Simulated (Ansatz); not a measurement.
Species: CHN, charge 0, triplet. This triplet is an excited state, 4.8 eV above the singlet at CCSD(T)/cc-pV5Z (Ansatz, an electronic-structure program). CHN (parent SMILES C#N, triplet).
B3LYP-D3(BJ)/def2-TZVP minimum from Ansatz:
```xyz
3

C     -0.5008    -0.2815     0.1823
N      0.6354     0.2128    -0.1343
H     -1.4433     0.1990    -0.1535
```
Charge 0, spin multiplicity 3.

Total energies in cc-pVTZ, 10 correlated electrons, 2 frozen orbitals. Radicals and triplets start from unrestricted determinants; spin-orbit coupling is neglected. Correlated methods leave the cores frozen. No relativity. The UHF reference of CHN (parent SMILES C#N, triplet) is spin-contaminated (<S^2> up to 0.08 over the pure value in the sets run). The spin of CHN (parent SMILES C#N, triplet) was assumed, and the state is the lowest solution found for it.

| method | program | energy (Eh) | minus CCSDT(Q) (mEh) |
|---|---|---|---|
| HF | Ansatz | -92.77668 | 326.40 |
| MP2 | Ansatz | -93.05282 | 50.26 |
| CCSD | Ansatz | -93.08429 | 18.78 |
| CCSD(T) | Ansatz | -93.09910 | 3.98 |
| CCSDT(Q) | Ansatz | -93.10308 | 0.00 |

Rough core times of Ansatz's runs on a shared machine: CCSD(T) 50 s, CCSDT(Q) 6 min.
